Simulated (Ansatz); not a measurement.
# AlPN (doublet): the correlation ladder at a displaced geometry (v1), cc-pVDZ

One table from this session's results is given with a row withheld; the runs are named, their logs left out.

Method: cc-pVDZ, core rule «outside noble gas», up to 11 orbitals frozen; program: Ansatz 0.2.0, Gaussian basis.

Plan: UHF; CCSD(T) on ROHF; CCSD(T) on UHF; BCCD(T) on ROHF; CISD; CCSDT(Q) on ROHF; CCSDT(Q) on UHF.

31 further runs of the same task are left out: 10 for a known fault of the program, 8 that didn't finish, 13 set aside as unsound or not needed.

## What is computed

The geometry is a PBE0/def2-TZVP stationary point (not a proven minimum) with its atoms shifted at random (size 0.040 Å).

3 atoms, charge 0, spin multiplicity 2.

Atoms are counted from 1 here; the program's logs count them from 0.

Bond lengths: Al1–N3 1.876 Å, P2–N3 1.488 Å. Angles: Al1–N3–P2 175.1°.

Set-up of the first run:

File in.yaml:

```yaml
crystal:
  periodic: [false, false, false]
  atoms:
    - {symbol: Al, position_ang: [-0.015433, -0.009008, 1.745433]}
    - {symbol: P, position_ang: [-0.016266, -0.025151, -1.615541]}
    - {symbol: N, position_ang: [0.031698, 0.034159, -0.129892]}
basis:
  gaussian: {orbitals: cc-pVDZ}
magnetization: {spin_polarized: true, initial_magnetization: 1}
hamiltonian: {xc: hf}
output: {orbitals: {seedname: orbitals}}
```

The run is started by

```
$ ansatz run in.yaml --threads 1 --pin off --events-out ev --progress --plain --max-ram 2393MiB
```

Steps of the session up to this table: UHF; CCSD(T) on ROHF; CCSD(T) on UHF; BCCD(T) on ROHF; CISD; CCSDT(Q) on ROHF; CCSDT(Q) on UHF.

One table of the session follows, with a row left open; its other results are not shown here.

It belongs to the step «Misses and costs». 

```
   method  from UCCSDT(Q) (meV)
     ROHF               +9413.4
      UHF               +9294.1
     RMP2               +1092.3
     UMP2               +1153.5
     CISD               +1486.6
    RCCSD                +463.6
    UCCSD                     ?
 RCCSD(T)                 +70.1
 UCCSD(T)                 +72.3
  BCCD(T)                 +66.7
   RCCSDT                 +48.6
   UCCSDT                 +47.7
RCCSDT(Q)                  +4.3
UCCSDT(Q)                     0
```

Estimate the missing values for UCCSD.

The run gave: from UCCSDT(Q) (meV): +458.0. In the column «from UCCSDT(Q) (meV)» it lies between UCCSD(T) (+72.3) and RCCSD (+463.6).

Caveats from the session: Restricted and unrestricted rows rest on different reference determinants; where their highest levels disagree by more than a few hundredths of an eV, they describe different states and don't form one ladder.
